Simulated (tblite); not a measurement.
Run record: tight-binding relaxation, `O=c1[c]c1` [radical].

Computed with GFN2-xTB geometry optimisation, gas phase (tblite 0.8.0). Start geometry: from a force field or distance geometry. A driver script takes a list of jobs; this job's settings line and coordinates (Å) are shown.

Command:
```bash
OMP_NUM_THREADS=1 python probes_run.py task.json out
```

Input:
```
{"job": {"kind": "relax", "xc": "GFN2-xTB", "basis": "xTB"}, "charge": 0, "multiplicity": 2}
O      1.802400    -0.509900     0.016400
C      0.644200     0.016800    -0.014300
C     -0.083900     1.181800    -0.057000
C     -0.725000    -0.037000    -0.005600
H     -1.629100    -0.648800     0.043400
```

Output:
```
step      E/eV     max force
  0    -293.56625    9.607
  1    -292.97998   19.727
  2    -294.01533    2.496
  3    -294.05403    0.998
  4    -294.06577    0.816
  5    -294.07031    0.366
  6    -294.07587    0.237
  7    -294.07890    0.316
  8    -294.08061    0.153
  9    -294.08144    0.095
 10    -294.08222    0.174
 11    -294.08290    0.187
 12    -294.08327    0.100
 13    -294.08339    0.023
 14    -294.08342    0.018
 15    -294.08342    0.011
 16    -294.08343    0.004
```

«max force» is the largest atomic force in eV/Å.

In short: energy lowered by 11.9 kcal/mol over 16 steps; largest atomic force 0.004 eV/Å at the end.

Problem. Where do the atoms end?

Solution. 0.063 Å rms from the input after alignment:
```
atom  x, y, z in Å
O1     1.7351   -0.5552    0.0144
C2     0.7130    0.0367   -0.0091
C3    -0.1314    1.1912   -0.0624
C4    -0.7405    0.0000    0.0014
H5    -1.5677   -0.6698    0.0385
```

Hardware: an Arm Neoverse V1 with one thread, shared host with 32 logical CPUs at a one-minute load of 14. Cost: under 0.1 s.
Labels such as C1 count atoms from 1, the log's own numbers from 0.
